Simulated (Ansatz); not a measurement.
# C2H6S2 (1,2-ethanedithiol) at 3 levels

We compute a comparison of 3 runs (B2PLYP/cc-pVDZ, SVWN5/cc-pVDZ, CCSD(T)/cc-pVDZ) of C2H6S2 (1,2-ethanedithiol). 

The calculation is run with Ansatz 0.2.0.

50 further runs of the same task are left out: 50 set aside as unsound or not needed. Runs told in other sessions of the task aren't counted.

## Step 1: The molecule

C2H6S2 has 10 atoms, charge 0, and is taken as a singlet. As SMILES, `SCCS`. The S4–H10 distance was set to 2.955 Å, away from the relaxed value. At this shape a bond of the SMILES string is far longer than usual.

Bond lengths: S1–C2 1.819 Å, C2–C3 1.514 Å, C3–S4 1.810 Å, S1–H5 1.342 Å, C2–H6 1.092 Å, C2–H7 1.093 Å, C3–H8 1.092 Å, C3–H9 1.092 Å. Some angles: S1–C2–C3 110.7°, C2–C3–S4 114.4°, S1–C2–H6 108.8°, S1–C2–H7 109.6°, C3–C2–H6 109.2°, C3–C2–H7 110.3°, C2–S1–H5 95.6°, C2–C3–H8 110.2°, C2–C3–H9 110.1°, S4–C3–H8 104.5°.

## Step 2: The energy at B2PLYP/cc-pVDZ (run 1)

File input.yaml:

```yaml
crystal:
  periodic: [false, false, false]
  atoms:
    - {symbol: S, position_ang: [-2.497252, -0.678120, -1.057976]}
    - {symbol: C, position_ang: [-1.407882, -0.488680, 0.386304]}
    - {symbol: C, position_ang: [-0.834802, -1.826030, 0.804194]}
    - {symbol: S, position_ang: [0.055048, -2.700760, -0.506576]}
    - {symbol: H, position_ang: [-3.297422, 0.356550, -0.756016]}
    - {symbol: H, position_ang: [-1.988562, -0.073620, 1.212534]}
    - {symbol: H, position_ang: [-0.602642, 0.210800, 0.149554]}
    - {symbol: H, position_ang: [-1.638892, -2.507790, 1.089654]}
    - {symbol: H, position_ang: [-0.180412, -1.699750, 1.669474]}
    - {symbol: H, position_ang: [2.142980, -0.651680, -0.927040]}
basis:
  gaussian: {orbitals: cc-pVDZ}
hamiltonian: {xc: {name: B2PLYP}}
correlation: {frozen_orbitals: {C: 1, H: 0, S: 5}}
accuracy: high
output: {orbitals: {seedname: orbitals}}
```

Run with:

```console
$ ansatz run input.yaml --threads 1 --pin off --max-ram 3480MiB --events-out events.jsonl --progress --plain --runs-dir runs
```

Standard output:

```text
Warning: RAYON_NUM_THREADS=1 ignored (pool sized by the plan → 1); use --threads N
Functional definition: B2PLYP
  name "B2PLYP"
  parameter a = 0.53
  parameter c = 0.27
  exchange = (1 - a)*b88_x + a*exact_x
  correlation = (1 - c)*lyp_c + c*(mp2_os + mp2_ss)
2266 factors; integrals over basis functions are off by at most 4.0e-9 eV
mean field evaluation 1: about -23817.2241 eV, gradient 3.3e1 eV
mean field evaluation 2: about -23817.2953 eV, gradient 3.3e1 eV
mean field evaluation 4: about -23821.8274 eV, gradient 8.6e0 eV
mean field evaluation 8: about -23822.2052 eV, gradient 5.3e-1 eV
mean field evaluation 16: about -23822.2067 eV, gradient 2.6e-3 eV
mean field evaluation 32: about -23816.0736 eV, gradient 2.8e1 eV
mean field -23822.20670187 eV, -875.4499490220 hartree, gradient 4.4e-8 eV, S^2 0.000000; 1 other end points of the search recorded, 0 dependent functions left out; unrestricted orbitals would lower it
12 core orbitals not correlated: weight in the atoms' cores, before any rotation towards them, 1.000 or more for the frozen orbitals, at most 0.000 for the correlated occupied ones
reference -23822.20672973 eV, -875.4499500460 hartree; 13, 13 occupied and 69, 69 virtual orbitals, 2266 factors
second order -20.97072214 eV of doubles, -0.00000000 eV of singles
Total energy: -23827.86882471 eV, -875.6580281985 hartree
```

It took 19 s on 1 thread of Arm Neoverse V1, shared host; peak memory 0.42 GiB.

## Step 3: A single-point energy at SVWN5/cc-pVDZ (run 2)

File in.yaml:

```yaml
crystal:
  periodic: [false, false, false]
  atoms:
    - symbol: S
      position_ang: [-2.497252, -0.678120, -1.057976]
    - symbol: C
      position_ang: [-1.407882, -0.488680, 0.386304]
    - symbol: C
      position_ang: [-0.834802, -1.826030, 0.804194]
    - symbol: S
      position_ang: [0.055048, -2.700760, -0.506576]
    - symbol: H
      position_ang: [-3.297422, 0.356550, -0.756016]
    - symbol: H
      position_ang: [-1.988562, -0.073620, 1.212534]
    - symbol: H
      position_ang: [-0.602642, 0.210800, 0.149554]
    - symbol: H
      position_ang: [-1.638892, -2.507790, 1.089654]
    - symbol: H
      position_ang: [-0.180412, -1.699750, 1.669474]
    - symbol: H
      position_ang: [2.142980, -0.651680, -0.927040]
basis:
  gaussian: {orbitals: cc-pVDZ}
hamiltonian: {xc: {name: SVWN5}}
accuracy: high
output: {orbitals: {seedname: orbitals}}
```

Run with:

```console
$ ansatz run in.yaml --threads 1 --pin off --max-ram 3480MiB --events-out events.jsonl --progress --plain --runs-dir runs
```

Standard output:

```text
Warning: RAYON_NUM_THREADS=1 ignored (pool sized by the plan → 1); use --threads N
Functional definition: SVWN5
  name "SVWN5"
  exchange = slater_x
  correlation = vwn5_c
2266 factors; integrals over basis functions are off by at most 4.0e-9 eV
mean field evaluation 1: about -23730.8074 eV, gradient 6.1e1 eV
mean field evaluation 2: about -23681.6333 eV, gradient 1.3e2 eV
mean field evaluation 4: about -23733.5774 eV, gradient 3.5e1 eV
mean field evaluation 8: about -23738.9991 eV, gradient 2.2e1 eV
mean field evaluation 16: about -23743.1789 eV, gradient 3.0e-3 eV
mean field -23743.17894875 eV, -872.5457326620 hartree, gradient 2.8e-8 eV, S^2 0.000000; 1 other end points of the search recorded, 0 dependent functions left out
reference -23743.17895203 eV, -872.5457327823 hartree; 25, 25 occupied and 69, 69 virtual orbitals, 2266 factors
Total energy: -23743.17895203 eV, -872.5457327823 hartree
```

Run time: 7.5 s. Hardware: 1 thread of Arm Neoverse V1, shared host; peak memory 0.26 GiB.

## Step 4: A single-point energy at CCSD(T)/cc-pVDZ (run 3)

File job.yaml:

```yaml
basis:
  gaussian: {orbitals: cc-pVDZ}
crystal:
  periodic: [false, false, false]
  atoms:
    - {symbol: S, position_ang: [-2.497252, -0.678120, -1.057976]}
    - {symbol: C, position_ang: [-1.407882, -0.488680, 0.386304]}
    - {symbol: C, position_ang: [-0.834802, -1.826030, 0.804194]}
    - {symbol: S, position_ang: [0.055048, -2.700760, -0.506576]}
    - {symbol: H, position_ang: [-3.297422, 0.356550, -0.756016]}
    - {symbol: H, position_ang: [-1.988562, -0.073620, 1.212534]}
    - {symbol: H, position_ang: [-0.602642, 0.210800, 0.149554]}
    - {symbol: H, position_ang: [-1.638892, -2.507790, 1.089654]}
    - {symbol: H, position_ang: [-0.180412, -1.699750, 1.669474]}
    - {symbol: H, position_ang: [2.142980, -0.651680, -0.927040]}
correlation: {method: ccsd_t, frozen_orbitals: {C: 1, H: 0, S: 5}}
accuracy: high
scf: {omitted_lower_state_checks: [cluster_reference, increment]}
```

Run with:

```console
$ ansatz run job.yaml --threads 1 --pin off --max-ram 3480MiB --events-out events.jsonl --progress --plain --runs-dir runs
```

Standard output:

```text
Warning: RAYON_NUM_THREADS=1 ignored (pool sized by the plan → 1); use --threads N
[... 13 lines left out ...]
12 core orbitals not correlated: weight in the atoms' cores, before any rotation towards them, 1.000 or more for the frozen orbitals, at most 0.000 for the correlated occupied ones
[... 37 lines left out ...]
WARN: these amplitudes may be one of several solutions (largest doubles amplitude 0.57, level shift 5.05 eV)
Total energy: -23804.40216338 eV, -874.7956443010 hartree
Checks for a lower state left out: cluster_reference, increment
```

Wall time 38 s (1 thread of Arm Neoverse V1, shared host); peak memory 0.59 GiB.

## Step 5: The series

| run | level | frozen core orbitals | energy (Eh) | HOMO energy (eV) | LUMO energy (eV) | HOMO–LUMO gap (eV) | wall time |
| --- | --- | --- | --- | --- | --- | --- | --- |
| 1 | B2PLYP/cc-pVDZ | 12 | -875.658028 | -7.80 | -3.88 | 3.92 | 19 s |
| 2 | SVWN5/cc-pVDZ | – | -872.545733 | -5.46 | -5.29 | 0.17 | 7.5 s |
| 3 | CCSD(T)/cc-pVDZ | 12 | -874.795644 | – | – | – | 38 s |

## Step 6: Summary of results

| quantity | value |
| --- | --- |
| run 3: total energy | -874.79564 Eh |
| run 3: correlation energy (12 core orbitals frozen) | -720.3 mEh |
| run 3: (T) correction | -34.54 mEh |
| run 3: T1 diagnostic | 0.023 |

What this shows: Totals of different functionals can't be ranked against each other. In runs 1, 3 the log says that unrestricted orbitals would lower the reference, so the values rest on an unstable closed-shell determinant (other closed-shell runs at this shape may share the fault). In all runs a closed-shell determinant meets a far-stretched bond; if it breaks into open shells, such a determinant describes it badly, and no broken-symmetry solution was shown. All runs together took 65 s, the longest 38 s.
